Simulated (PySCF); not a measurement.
# C3H6FN2: the cost of one run

Programs: PySCF 2.14.0, with routines of our own; each step states its level. All values are computed. Atoms count from 0.

## 1. The starting structure

12 atoms, charge 1, multiplicity 1; geometry from: GFN2-xTB.

## 2. Relaxing the molecule at CAM-B3LYP/def2-SVP

Job settings and geometry (Å):

```
{"job": {"xc": "CAM-B3LYP", "basis": "def2-SVP", "grid": 1, "kind": "geom"}, "charge": 1, "multiplicity": 1}
N      2.275914     0.062997    -0.258160
C      0.998115     0.186479     0.029449
F      0.741008     1.132591     0.923832
C     -0.044276    -0.554361    -0.499173
C     -1.393409    -0.417684    -0.189210
N     -1.942134     0.424143     0.648709
H      2.955679     0.661945     0.192766
H      2.602967    -0.620548    -0.923705
H      0.221585    -1.309246    -1.220795
H     -2.073616    -1.087683    -0.702709
H     -1.398602     1.092165     1.180732
H     -2.942033     0.428514     0.792238
```

Started as:

```console
$ OMP_NUM_THREADS=1 python excited_run.py task.json out
```

The driver reads the jobs from task.json and runs them one after another.

Q: Estimate the wall time and peak memory of this first job on 1 thread of Intel Xeon 6975P-C, shared host.

About 34 s, with a peak of 0.53 GiB.
